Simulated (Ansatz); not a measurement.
Lattice parameter a (Å) of 28 elemental solids other than molecular ones, computed with PBE (Ansatz, a quantum-chemistry and plane-wave program, PAW) and with r²SCAN (plane waves, PAW; Ansatz). The set holds measured phases with no doubt noted on the run or the magnetic state but for the caveats below. 22 more of the class have both values but aren't in it, for one of these reasons: built or high-temperature cells, doubts on the run or the magnetic state, unlike cells, values of zero, layered or molecular crystals, cells that aren't cubic. Solids without a value at one level (not run, failed, or a magnetic order lost), or held back for tests, aren't counted.

All rows, in order of the shift (worked out from unrounded values):

| solid | PBE | r²SCAN | shift (%) |
|---|---|---|---|
| diamond-structure Ge | 5.761 | 5.675 | -1.50 |
| fcc Cu | 3.629 | 3.577 | -1.45 |
| grey tin (α-Sn) | 6.655 | 6.566 | -1.34 |
| fcc Al | 4.040 | 3.992 | -1.19 |
| fcc Ni | 3.519 | 3.478 | -1.17 |
| fcc Ag | 4.147 | 4.104 | -1.05 |
| fcc Pb | 5.040 | 4.994 | -0.93 |
| fcc Pd | 3.943 | 3.908 | -0.88 |
| fcc Au | 4.158 | 4.125 | -0.80 |
| fcc Rh | 3.830 | 3.800 | -0.78 |
| fcc Pt | 3.970 | 3.940 | -0.75 |
| fcc Ir | 3.871 | 3.844 | -0.68 |
| bcc V | 2.997 | 2.982 | -0.48 |
| diamond-structure Si | 5.470 | 5.444 | -0.47 |
| bcc W | 3.184 | 3.169 | -0.46 |
| bcc Ta | 3.319 | 3.305 | -0.43 |
| diamond | 3.572 | 3.560 | -0.32 |
| bcc Mo | 3.161 | 3.151 | -0.31 |
| bcc Nb | 3.310 | 3.303 | -0.20 |
| bcc Na | 4.197 | 4.223 | +0.63 |
| fcc Ca | 5.526 | 5.568 | +0.75 |
| bcc Ba | 5.021 | 5.070 | +0.98 |
| fcc Sr | 6.030 | 6.101 | +1.18 |
| bcc K | 5.284 | 5.348 | +1.22 |
| bcc Li | 3.435 | 3.477 | +1.23 |
| bcc Fe | 2.831 | 2.866 | +1.24 |
| bcc Rb | 5.670 | 5.747 | +1.36 |
| bcc Cs | 6.162 | 6.273 | +1.80 |

The shift from PBE to r²SCAN has a median of -0.47 %, and eight in ten lie between -1.24 % and +1.23 %; r²SCAN is the larger in 9 of 28.

Ansatz's runs of these crystals have no spin polarisation, but for bcc Fe, fcc Ni. Meta-GGA and hybrid levels favour moments, which can bear on fcc Pd, bcc Fe, bcc V, fcc Pt, fcc Rh, fcc Ni.

Density-functional runs with spin start from parallel moments for bcc Fe, parallel moments for fcc Ni.

Spin–orbit coupling is left out, also for the solids with elements from indium on (bcc Ta, fcc Pt, bcc Ba, grey tin (α-Sn), bcc W, fcc Ir, bcc Cs, fcc Pb, fcc Au); its size isn't shown.

Caveats: the gap of the solid is closed in this run (PBE: diamond-structure Ge). Ansatz's density-functional and Hartree–Fock values are scalar-relativistic unless marked +SOC, with PAW data made under PBE.
